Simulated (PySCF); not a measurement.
## NO: from constants to spectrum

UHF-CCSD constants of NO, ²Π (doublet), unpaired electrons π ↑ (N def2-TZVPPD, O def2-TZVPPD; no relativity (PySCF 2.14); masses 14.0031 and 15.9949 u):

| Item | Value |
| --- | --- |
| ωe | 1984.3 cm⁻¹ |
| ωexe | 13.4 cm⁻¹ |
| Be | 1.7179 cm⁻¹ |
| αe | 0.0159 cm⁻¹ |
| D (centrifugal) | 5.15e-06 cm⁻¹ |
| De to N + O | 5.87 eV |

Q: Give the vibrational terms G(v) and spacings up to v = 6.

A: G(v) = ωe(v+½) − ωexe(v+½)².

```tsv
v	G(v) (cm⁻¹)	G(v) − G(v−1)	Bv (cm⁻¹)
0	989		1.710
1	2946	1957	1.694
2	4877	1931	1.678
3	6781	1904	1.662
4	8658	1877	1.646
5	10508	1850	1.630
6	12332	1824	1.615
```

Q: How well does the Morse estimate ωe²/(4ωexe) reproduce De, and what is D0?

A: It gives 9.11 eV, 155 % of the computed De. D0 = De − G(0) = 5.87 − 0.12 = 5.75 eV.

Correlated steps freeze 2 core orbitals. The state is the lowest determinant that a PBE0 search found; another state may lie lower at other levels.
